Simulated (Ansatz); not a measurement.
C₃H₅N (`CCC#N`). Charge 0, multiplicity 1. The geometry is a stationary point of PBE0-D4/def2-TZVP.

```xyz
9

C    -0.449    0.897   -0.190
C     0.135   -0.503   -0.347
C     0.685   -1.018    0.898
N     1.114   -1.409    1.890
H     0.314    1.603    0.139
H    -0.849    1.241   -1.144
H    -1.255    0.903    0.544
H     0.933   -0.509   -1.096
H    -0.628   -1.205   -0.694
```

Question: What is the dipole moment at B3LYP/def2-TZVPP? (Best estimate.)

Answer: The calculation gave: 4.10 D, with components (-1.60, 1.61, -3.42) D in this frame, pointing from negative to positive charge.

Question: And with PBE, r2SCAN, ωB97M-V? (Estimate.)

Answer: Ansatz gave: PBE 4.03 D, r2SCAN 4.15 D, ωB97M-V 4.10 D.

Question: Give the Mulliken charges with B3LYP, r2SCAN, PBE in def2-TZVPP. (Best estimate.)

Answer: Ansatz gave: 
```json
{"atom": "C1", "B3LYP": "-0.23", "r2SCAN": "-0.13", "PBE": "-0.24"}
{"atom": "C2", "B3LYP": "0.00", "r2SCAN": "0.11", "PBE": "0.01"}
{"atom": "C3", "B3LYP": "-0.26", "r2SCAN": "-0.22", "PBE": "-0.33"}
{"atom": "N4", "B3LYP": "0.01", "r2SCAN": "-0.06", "PBE": "0.07"}
{"atom": "H5", "B3LYP": "0.10", "r2SCAN": "0.06", "PBE": "0.10"}
{"atom": "H6", "B3LYP": "0.09", "r2SCAN": "0.05", "PBE": "0.09"}
{"atom": "H7", "B3LYP": "0.10", "r2SCAN": "0.06", "PBE": "0.10"}
{"atom": "H8", "B3LYP": "0.10", "r2SCAN": "0.06", "PBE": "0.10"}
{"atom": "H9", "B3LYP": "0.10", "r2SCAN": "0.06", "PBE": "0.10"}
```

B3LYP here is the variant with VWN-RPA as its local correlation; programs differ in this.
